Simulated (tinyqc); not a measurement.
Inside a calculation. Method: Pariser-Parr-Pople SCF with singles CI, for the molecule C1=CC=C1 (SMILES; centres numbered as the heavy atoms are written). One step of it, computed by the program tinyqc.

Problem. Iteration 1: orbitals and new P. Diagonalise F (the basis is taken as orthonormal) and form P = 2 sum c c over the lowest orbitals.

F (eV), order 1C, 2C, 3C, 4C:
$$\begin{pmatrix}
-6.711139 & -3.790322 & 1.142574 & -3.790322 \\
-3.790322 & -6.228861 & -3.790322 & -1.142574 \\
1.142574 & -3.790322 & -6.711139 & -3.790322 \\
-3.790322 & -1.142574 & -3.790322 & -6.228861
\end{pmatrix}$$

pi electrons, sum of z_r less the charge = 4

Give: orbital energies; P after iteration 1.

Solution.

orbital energies (eV): [-14.1041, -7.8537, -5.0863, 1.1641]

P after iteration 1, order 1C, 2C, 3C, 4C:
$$\begin{pmatrix}
1.4410 & 0.4965 & -0.5590 & 0.4965 \\
0.4965 & 0.5590 & 0.4965 & 0.5590 \\
-0.5590 & 0.4965 & 1.4410 & 0.4965 \\
0.4965 & 0.5590 & 0.4965 & 0.5590
\end{pmatrix}$$
